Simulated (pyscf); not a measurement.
Single points on ωB97X-D3(BJ)/def2-SVP structures (PySCF, gas phase). MP2 and CC: frozen core, UHF for open shells. ΔMP2 is the change of the MP2 total energy from the triple- to the quadruple-zeta basis.

Task: PBE/def2-TZVP puts the barrier of O=SiH₂ (SMILES O=[SiH2]) + NH₃ (SMILES N) -> H₂N–SiH₂–OH (SMILES N[SiH2]O) (addition across a multiple bond or ene-type step; singlet surface; H–N broken, H–O, N–Si formed) at -86.4 kJ/mol and the reaction energy at -230.9 kJ/mol, from the separated reactants. What do B3LYP-D3(BJ)/def2-TZVP, M06-2X/def2-TZVP, CCSD(T)/def2-TZVPP + ΔMP2(QZVPP) give on the same structures?

Result: B3LYP-D3(BJ): ΔE‡ = -77.1 kJ/mol, ΔE = -244.9 kJ/mol; M06-2X: ΔE‡ = -95.0 kJ/mol, ΔE = -271.8 kJ/mol; CCSD(T): ΔE‡ = -75.3 kJ/mol, ΔE = -251.5 kJ/mol. PBE's barrier lies among them. Its reaction energy lies over all of them, by 14.0 to 40.9 kJ/mol. On the reactant side the descent ends in an adduct with a N–Si contact, 133.2 kJ/mol under the separated species and 44.7 kJ/mol under the saddle at ωB97X-D3(BJ)/def2-TZVP. At PBE, B3LYP-D3(BJ), M06-2X, CCSD(T) the saddle lies under the separated reactants, which points to a path from their complex (located at ωB97X-D3(BJ) alone). What is counted as formed (N–Si) is already present as a longer contact in the reactant adduct; forming that adduct is a step of its own. At ωB97X-D3(BJ) the barrier from the zero used here is -88.5 kJ/mol. This is the saddle that the search found; another between the same sides may lie lower. The CCSD(T) − MP2 part came from Ansatz, without density fitting, on the same reference.
